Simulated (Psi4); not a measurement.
# MN15/pcseg-3 (density fitting, sweep point 4) run of C4H6 (1,2-butadiene)

What is the vertical singlet–triplet gap of C4H6 (1,2-butadiene) at MN15/pcseg-3 (density fitting, sweep point 4)? 

The results are computed with Psi4 1.11.

### 1 The molecule

The species is C4H6 (10 atoms), meant as a singlet with charge 0. SMILES: `C=C=CC`. The shape is that of a PBE0-D4/def2-TZVP optimisation.

Bond lengths: C1–C2 1.301 Å, C2–C3 1.301 Å, C3–C4 1.498 Å, C1–H5 1.086 Å, C1–H6 1.086 Å, C3–H7 1.089 Å, C4–H8 1.094 Å, C4–H9 1.090 Å, C4–H10 1.094 Å. Some angles: C1–C2–C3 179.8°, C2–C3–C4 124.8°, C2–C1–H5 121.3°, C2–C1–H6 121.3°, C2–C3–H7 117.8°, C4–C3–H7 117.3°, C3–C4–H8 110.7°, C3–C4–H9 111.2°, C3–C4–H10 110.7°, H5–C1–H6 117.4°.

### 2 The energy at MN15/pcseg-3 (density fitting, sweep point 4)

calc.py

```python
import psi4

psi4.set_memory('1600 MB')
psi4.set_num_threads(1)
psi4.set_output_file('c4h6.out', False)

molecule = psi4.geometry("""
0 1
C     -1.028170     1.640200    -0.807680
C     -0.215030     0.655980    -0.558970
C      0.595630    -0.329840    -0.305630
C      0.514080    -1.216670     0.898340
H     -1.938560     1.489100    -1.379480
H     -0.821990     2.645600    -0.453790
H      1.393720    -0.527930    -1.019220
H      0.380720    -2.261210     0.601840
H     -0.317990    -0.932190     1.542300
H      1.437620    -1.163020     1.482300
symmetry c1
""")

psi4.set_options({
    'basis': 'pcseg-3',
    'puream': True,
    'scf_type': 'df',
    'dft_radial_points': 99,
    'dft_spherical_points': 590,
})

energy_value = psi4.energy('MN15', molecule=molecule)
print(f'MN15 energy: {energy_value:.10f} Eh')
```

On the command line:

```bash
$ python calc.py
```

c4h6.out:

```text
[...]
  Running in c1 symmetry.
[...]
  Nuclear repulsion =  102.773155451458933
[...]
  Multiplicity = 1
[...]
  Nalpha       = 15
  Nbeta        = 15
[...]
    Number of basis functions: 438
[...]
   @DF-RKS iter   1:  -155.46379371649022   -4.39946e-01   1.97602e-03 ADIIS/DIIS
[...]
   @DF-RKS iter   8:  -155.85656223640973   -4.27428e-07   5.71705e-07 DIIS
[...]
    Orbital Energies [Eh]
    ---------------------
    Doubly Occupied:
       1A    -10.062793     2A    -10.059649     3A    -10.053015
       4A    -10.052470     5A     -0.849033     6A     -0.780989
       7A     -0.694922     8A     -0.554461     9A     -0.506557
      10A     -0.485073    11A     -0.458893    12A     -0.454934
      13A     -0.415069    14A     -0.305205    15A     -0.291238
[...]
  @DF-RKS Final Energy:  -155.85656223640973
   => Energetics <=
    Nuclear Repulsion Energy =            102.7731554514589334
    One-Electron Energy =                -411.3843332686284384
    Two-Electron Energy =                 166.4266610299440856
    DFT Exchange-Correlation Energy =     -13.6720454491843082
    Empirical Dispersion Energy =           0.0000000000000000
    VV10 Nonlocal Energy =                  0.0000000000000000
    Total Energy =                       -155.8565622364097294
[...]
 Multipole Moments:
 ------------------------------------------------------------------------------------
     Multipole            Electronic (a.u.)      Nuclear  (a.u.)        Total (a.u.)
 ------------------------------------------------------------------------------------
 L = 1.  Multiply by 2.5417464519 to convert [e a0] to [Debye]
 Dipole X            :         -0.2142239            0.2778785            0.0636546
 Dipole Y            :          1.4275755           -1.5603883           -0.1328128
 Dipole Z            :         -1.5219521            1.6109302            0.0889781
 Magnitude           :                                                    0.1720705
[...]
```

Standard output:

```text
MN15 energy: -155.8565622364 Eh
```

Wall time 7.5 min (1 thread of Intel Xeon at 2.70GHz, shared host); peak memory 1.4 GiB.

### 3 The triplet, same level

run.py

```python
import psi4

psi4.set_memory('1600 MB')
psi4.set_num_threads(1)
psi4.core.set_output_file('output.dat', False)

molecule = psi4.geometry("""
0 3
C     -1.028170     1.640200    -0.807680
C     -0.215030     0.655980    -0.558970
C      0.595630    -0.329840    -0.305630
C      0.514080    -1.216670     0.898340
H     -1.938560     1.489100    -1.379480
H     -0.821990     2.645600    -0.453790
H      1.393720    -0.527930    -1.019220
H      0.380720    -2.261210     0.601840
H     -0.317990    -0.932190     1.542300
H      1.437620    -1.163020     1.482300
symmetry c1
""")

psi4.set_options({
    'basis': 'pcseg-3',
    'reference': 'uks',
    'puream': True,
    'scf_type': 'df',
    'dft_radial_points': 99,
    'dft_spherical_points': 590,
    'maxiter': 100,
})

energy_value, wavefunction = psi4.energy('mn15', molecule=molecule, return_wfn=True)
print('E =', round(energy_value, 9))
```

On the command line:

```bash
$ python run.py
```

output.dat:

```text
[...]
  Running in c1 symmetry.
[...]
  Nuclear repulsion =  102.773155451458933
[...]
  Multiplicity = 3
[...]
  Nalpha       = 16
  Nbeta        = 14
[...]
    Number of basis functions: 438
[...]
   @DF-UKS iter   1:  -155.21662155051683   -1.92774e-01   2.07165e-03 DIIS/ADIIS
[...]
   @DF-UKS iter  13:  -155.65541484412205   -4.22604e-07   4.18325e-07 DIIS
[...]
   @S^2 Observed:                2.004553481E+00
[...]
    Orbital Energies [Eh]
    ---------------------
    Alpha Occupied:
       1A    -10.137347     2A    -10.074133     3A    -10.068789
       4A    -10.020136     5A     -0.899108     6A     -0.795935
       7A     -0.729356     8A     -0.589307     9A     -0.520944
      10A     -0.505492    11A     -0.496125    12A     -0.471914
      13A     -0.444483    14A     -0.348318    15A     -0.324392
      16A     -0.093687
    Alpha Virtual:
      17A      0.000545    18A      0.032643    19A      0.055664
      20A      0.061804    21A      0.073826    22A      0.097515
      23A      0.099287    24A      0.102643    25A      0.116841
[...]
  @DF-UKS Final Energy:  -155.65541484412205
   => Energetics <=
    Nuclear Repulsion Energy =            102.7731554514589334
    One-Electron Energy =                -410.6732963553070590
    Two-Electron Energy =                 165.9031284346307871
    DFT Exchange-Correlation Energy =     -13.6584023749046999
    Empirical Dispersion Energy =           0.0000000000000000
    VV10 Nonlocal Energy =                  0.0000000000000000
    Total Energy =                       -155.6554148441220491
[...]
 Multipole Moments:
 ------------------------------------------------------------------------------------
     Multipole            Electronic (a.u.)      Nuclear  (a.u.)        Total (a.u.)
 ------------------------------------------------------------------------------------
 L = 1.  Multiply by 2.5417464519 to convert [e a0] to [Debye]
 Dipole X            :          0.1258938            0.2778785            0.4037723
 Dipole Y            :          0.7876145           -1.5603883           -0.7727738
 Dipole Z            :         -1.1315628            1.6109302            0.4793674
 Magnitude           :                                                    0.9949897
[...]
```

On the terminal:

```text
E = -155.655414844
```

Wall time 15 min (1 thread of Intel Xeon at 2.70GHz, shared host); peak memory 1.4 GiB.

### 4 Summary of results

At MN15/pcseg-3 (density fitting, sweep point 4):

```
                                        quantity          value
                           singlet: total energy  -155.85656 Eh
                          singlet: dipole moment         0.44 D
                            singlet: HOMO energy       -7.92 eV
                            singlet: LUMO energy        0.86 eV
                          singlet: HOMO–LUMO gap        8.79 eV
                           triplet: total energy  -155.65541 Eh
                          triplet: dipole moment         2.53 D
     triplet: HOMO energy (highest over α and β)       -2.55 eV
                                   triplet: ⟨S²⟩          2.005
vertical energy of the triplet above the singlet       5.473 eV
```

What this shows: At this shape the triplet lies 5.47 eV (126 kcal/mol) above the singlet.
